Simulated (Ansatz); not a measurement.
The input, for Ansatz 0.2.0:

```yaml
crystal:
  periodic: [false, false, false]
  atoms:
    - {symbol: Ta, position_ang: [0.000000, 0.000000, 0.000000]}
    - {symbol: N, position_ang: [0.000000, 0.000000, 1.681000]}
basis:
  gaussian: {orbitals: def2-SVP}
total_charge: 1
magnetization: {spin_polarized: false, initial_magnetization: 3}
correlation: {active_space: {ras: {orbitals: [3, 3, 35], electrons: 9, max_holes: 2, max_particles: 2}, fixed_orbitals: true}}
```

```sh
$ ansatz run in.yaml --threads 1 --pin off --events-out ev --progress --plain --max-ram 2393MiB
```

The program prints:

```
457 factors; integrals over basis functions are off by at most 9.6e-4 eV
mean field evaluation 1: about -2993.7069 eV, gradient 6.0e1 eV
mean field evaluation 2: about -2993.7155 eV, gradient 6.0e1 eV
mean field evaluation 4: about -3003.4638 eV, gradient 5.9e0 eV
mean field evaluation 8: about -3003.7190 eV, gradient 5.4e-1 eV
mean field evaluation 16: about -3003.4087 eV, gradient 1.7e-1 eV
mean field evaluation 32: about -3002.8370 eV, gradient 1.2e1 eV
mean field evaluation 64: about -3003.5174 eV, gradient 1.8e0 eV
mean field evaluation 96: about -3003.4261 eV, gradient 4.6e0 eV
mean field evaluation 128: about -3003.4059 eV, gradient 6.6e-2 eV
mean field evaluation 160: about -2998.6264 eV, gradient 1.1e0 eV
mean field -3003.72158802 eV, -110.3847323642 hartree, gradient 2.5e-6 eV, S^2 3.750000; 15 other end points of the search recorded, 0 dependent functions left out
reference -3003.72158802 eV, -110.3847323642 hartree; 11, 8 occupied and 35, 38 virtual orbitals, 457 factors
state -3009.67055739 eV, -110.6033529562 hartree
Total energy: -3009.67055739 eV, -110.6033529562 hartree
```

Natural occupations: 1.9719 1.9392 1.9392 0.9942 0.9927 0.9903 0.0494 0.0494 0.0187 0.0089 0.0050 0.0050 0.0044 0.0041 0.0039 0.0031 0.0031 0.0021 0.0021 0.0019 0.0017 0.0015 0.0014 0.0011.

Ran on 1 thread of Arm Neoverse V1, shared host: 6.5 s wall, 0.09 GiB peak host memory.
